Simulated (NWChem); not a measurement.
Species: P, quartet

Results from NWChem. Pople sets run with spherical d functions. Spin-unrestricted. No stability test was run on the SCF state.

For level BHandHLYP/6-31G*:

```yaml
highest occupied level (eV): -8.39
lowest empty minus highest occupied level, either spin (eV): 6.67
```

Question: Estimate the same quantities for level BLYP/6-31G*.

Answer: 
- highest occupied level (eV) = -5.85
- lowest empty minus highest occupied level, either spin (eV) = 2.09
